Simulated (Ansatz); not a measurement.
**Heat of formation of C2H3F3 (1,1,2-trifluoroethane) from total energies**

C2H3F3: 8 atoms, total charge 0, spin state singlet. As SMILES, `FCC(F)F`. The coordinates come from a PBE0-D4/def2-TZVP relaxation. This is one conformer, not always the lowest.

Total energies at HF/def2-TZVPD (Ansatz 0.2.0); the atoms run unrestricted:

```
species    state  energy (Eh)
 C2H3F3  singlet  -375.957486
      F  doublet   -99.412116
      C  triplet   -37.692530
      H  doublet    -0.499810
```

Harmonic wavenumbers at PBE0-D4/def2-TZVP, in cm⁻¹: 118, 244, 430, 478, 585, 916, 1113, 1136, 1140, 1176, 1270, 1343, 1399, 1458, 1488, 3071, 3088, 3135.

Measured heats of formation of the gaseous atoms at 298.15 K, in kJ/mol: F 79.4, C 716.9, H 218.0. Spin-orbit lowering of the atoms at 298 K (mean of the ground term's levels less their thermal mean, from spectra), in kJ/mol: F 1.29, C 0.02. Take 1 Eh = 2625.50 kJ/mol, 1 cm⁻¹ = 0.0119627 kJ/mol, RT = 2.479 kJ/mol.

What heat of formation follows?


1. Electronic atomisation energy: 3 × (-99.412116) + 2 × (-37.692530) + 3 × (-0.499810) − (-375.957486) = 0.836648 Eh = 2196.6 kJ/mol.
2. Zero-point energy: half the sum of the wavenumbers, 11794 cm⁻¹ = 141.1 kJ/mol.
3. Thermal vibrational enthalpy, Σ hcν̃/(exp(hcν̃/kT) − 1): 5.4 kJ/mol. Translation, rotation and pV of a non-linear molecule: 4 RT = 9.9 kJ/mol.
4. The 8 free atoms carry 5/2 RT each: 49.6 kJ/mol.
5. Spin-orbit coupling lowers the free atoms by 3 × 1.29 + 2 × 0.02 = 3.9 kJ/mol.
6. Atomisation enthalpy at 298 K: 2196.6 − 3.9 − 141.1 − 5.4 − 9.9 + 49.6 = 2085.9 kJ/mol.
7. Sum of the atoms' heats of formation: 2326.0 kJ/mol. Heat of formation: 2326.0 − 2085.9 = +240.1 kJ/mol.

No measured value is set beside it here. Hartree–Fock leaves out correlation, which is larger in the molecule than in the atoms, so it underbinds and puts the heat of formation too high. Anharmonicity and any spin-orbit splitting of the molecule are left out.
